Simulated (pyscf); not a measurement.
PySCF, gas phase, ωB97X-D3(BJ)/def2-SVP geometries.

Q: Estimate by transition-state theory the rate constant of Cl–SiH₂–Cl + H₂O -> HO–SiH(Cl)–Cl + H₂ (singlet surface; H–Si, H–O broken, O–Si, H–H formed) at 600 K, with ωB97M-D3(BJ)/def2-TZVP energies (ideal gas, 1 atm, RRHO with modes under 100 cm⁻¹ raised to 100, one conformer, R ln 2 for chiral ones without a mode under 150 cm⁻¹; no tunnelling).

A: The electronic barrier is 32.1 kcal/mol and the thermal terms add +19.2, so ΔG‡ = 51.4 kcal/mol. With k_BT/h = 1.25e+13 s⁻¹ and RT = 1.192 kcal/mol, and a volume of 8.18e-20 cm³ per molecule at 1 atm, k = 2.0e-25 cm³ molecule⁻¹ s⁻¹. Wigner's tunnelling factor for 1405i cm⁻¹ would be 1.47, likely too low at so high a frequency. A shift of 1 kcal/mol in the barrier changes k by a factor 2.3. On the reactant side the descent ends in a complex, 4.7 kcal/mol under the separated species and 37.2 kcal/mol under the saddle at ωB97X-D3(BJ)/def2-TZVP. One saddle was located; it need not be the lowest between these sides.
